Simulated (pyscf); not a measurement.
Four-centre exchange: PH₃ + silanol (HO–SiH₃) → H₃Si–PH₂ + water (H₂O)

Gas phase, singlet surface, charge 0. Bonds broken: P1–H2, O5–Si6. Bonds formed: P1–Si6, H2–O5. Structures and frequencies: ωB97X-D3(BJ)/def2-SVP in PySCF. MP2 and CC: frozen core, UHF for open shells. ΔMP2 is the change of the MP2 total energy from the triple- to the quadruple-zeta basis.

Transition state (Å):

```xyz
10

P     -2.1550    -0.9540    -0.1195
H     -0.2232    -0.7757    -0.3639
H     -1.7186    -1.6807     1.0290
H     -1.8488    -1.9877    -1.0550
O      0.5241    -0.0281    -0.5845
Si    -0.7183     1.3159    -0.2733
H      1.3574    -0.0328    -0.0817
H     -1.5692     1.6540    -1.4348
H      0.3978     2.3344    -0.3043
H     -1.2768     1.4746     1.0933
```

One imaginary mode, 700i cm⁻¹; descent along it reached the two sides named.

```
bond    change  reactant side (Å)  saddle  product side
------  ------  -----------------  ------  ------------
P1–H2   breaks              1.423   1.955           4.0
O5–Si6  breaks              1.674   1.857           3.2
P1–Si6   forms                3.8     2.7         2.248
H2–O5    forms              2.557   1.080         0.965
```

Electronic energies relative to the separated reactants (kJ/mol):

```tsv
level	barrier	reaction energy	reverse barrier
ωB97X-D3(BJ)/def2-TZVP	203.2	+56.1	147.1
PBE/def2-TZVP	175.2	+55.3	119.9
r²SCAN/def2-TZVP	192.4	+65.9	126.5
B3LYP-D3(BJ)/def2-TZVP	205.4	+69.2	136.2
PBE0-D3(BJ)/def2-TZVP	184.4	+54.8	129.5
M06-2X/def2-TZVP	208.7	+76.5	132.3
ωB97M-D3(BJ)/def2-TZVP	207.1	+70.5	136.6
HF/def2-TZVP	299.4	+90.8	208.5
MP2/def2-QZVPP	207.6	+64.8	142.8
CCSD/def2-TZVPP	231.7	+68.8	162.8
CCSD(T)/def2-TZVPP	217.2	+65.6	151.6
CCSD(T)/def2-TZVPP + ΔMP2(QZVPP)	214.4	+63.4	151.0
```

With CCSD(T)/def2-TZVPP + ΔMP2(QZVPP) energies and thermal terms (ideal gas, 1 atm, RRHO with modes under 100 cm⁻¹ raised to 100, one conformer, R ln 2 for chiral ones without a mode under 150 cm⁻¹), in kJ/mol:

```
T (K)    ΔH‡    ΔG‡     ΔH     ΔG
-----  -----  -----  -----  -----
298    212.5  256.6  +67.9  +67.8
600    215.1  300.4  +69.7  +66.9
900    218.1  342.4  +70.1  +65.3
1200   221.1  383.4  +69.7  +63.8
```

One saddle was located; it need not be the lowest between these sides. The CCSD(T) − MP2 part came from Ansatz, without density fitting, on the same reference.
